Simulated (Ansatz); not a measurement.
Harmonic frequencies (cm⁻¹) at PBE0-D4/def2-TZVP from Ansatz: 188, 190, 379, 566, 568, 670, 771, 860, 924, 975, 1015, 1026, 1057, 1074, 1080, 1173, 1371, 1446, 1462, 1554, 2131, 3130, 3130, 3142, 3207, 3219, 3221.

(1) Which molecule is it?
A. `C#CC(=C)C`
B. `C=CC1=CC1`
C. `C=C=C1CC1`
D. `C#CC1CC1`

## Answers

(1) C.
